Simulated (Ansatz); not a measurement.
Spin states of AlCl⁻, each at its own bond length

Ansatz 0.2.0, basis aug-cc-pVTZ; geometries are PBE0/def2-TZVP minima. Wave-function levels freeze the cores; HF, MP2 and coupled cluster are restricted for singlets and unrestricted otherwise, Kohn–Sham unrestricted where that lies lower. The reference is CCSDT(Q) (coupled cluster only where its series has nearly closed). Semilocal and hybrid functionals correlate all electrons outside any core potential and usually lie nearer their basis limit than the reference, so part of their error here is the reference's basis and frozen-core error; RPA and the MP2 part of double hybrids freeze the same cores as the reference. None of these values is a measured one. Energies are electronic, without zero-point terms. No spin–orbit coupling and no scalar relativity. The species are chosen: bound, without strong static correlation by their natural occupations or amplitudes, and with a ladder that closes on the reference, so errors are smaller than for species at large; levels whose determinant breaks symmetry or spin markedly are left out.

A. quartet; Al–Cl 2.216. Coordinates (Å): Al 0.000 0.000 0.000; Cl 0.000 0.000 2.216
B. doublet; Al–Cl 2.304. Coordinates (Å): Al 0.000 0.000 0.000; Cl 0.000 0.000 2.304

Question: From bonding and spin, estimate the order of these in energy at CCSDT(Q), each at its own geometry.

Answer: At CCSDT(Q), above the lowest of those listed: B (0.0 kcal/mol), A (51.8 kcal/mol).

| level | A less B (kcal/mol) |
| --- | --- |
| CCSDT(Q) | 51.8 |
| HF | 31.8 |
| MP2 | 47.3 |
| CCSD | 50.6 |
| CCSD(T) | 51.7 |
| CCSDT | 51.8 |
| PBE | 53.0 |
| r2SCAN | 46.1 |
| PBE0 | 51.0 |
| B2PLYP | 56.6 |

Every level shown puts the same form lowest.

The geometries are PBE0's, not this basis's own minima.
